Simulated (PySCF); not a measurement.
## Converging Cl₂⁺ in the basis (CCSD(T))

PySCF, UHF reference; doublet, unpaired electrons π ↑; De to Cl⁺ + Cl without counterpoise correction. Frozen cores follow the default of each basis and core potential.

```tsv
basis	relativity	functions	Re (Å)	ωe (cm⁻¹)	De (eV)	frozen orbitals
6-31G(d,p)	no relativity	36	1.940	590	2.81	10
jorge-DZP-DKH	spin-free X2C	48	1.955	598	3.03	10
aug-pcseg-1	no relativity	54	1.957	592	3.03	10
def2-TZVPPD	no relativity	102	1.907	636	3.70	10
```

Problem. How does each smaller set differ from the one with most functions, def2-TZVPPD?

Solution. 6-31G(d,p): +3.3 pm, -7.2 % in ωe, -0.89 eV in De; jorge-DZP-DKH: +4.8 pm, -6.0 % in ωe, -0.67 eV in De; aug-pcseg-1: +5.0 pm, -6.9 % in ωe, -0.67 eV in De. All at CCSD(T); the set with most functions is neither the basis-set limit nor always the best. The rows treat relativity differently, so the differences are not basis effects alone.

Correlated steps freeze 10 core orbitals. Correlated levels converge slowly with the basis: in double zeta they bind strong bonds too weakly, by up to about 1 eV, and carry superposition errors of some tenths. The state is the lowest determinant that a PBE0 search found; another state may lie lower at other levels.
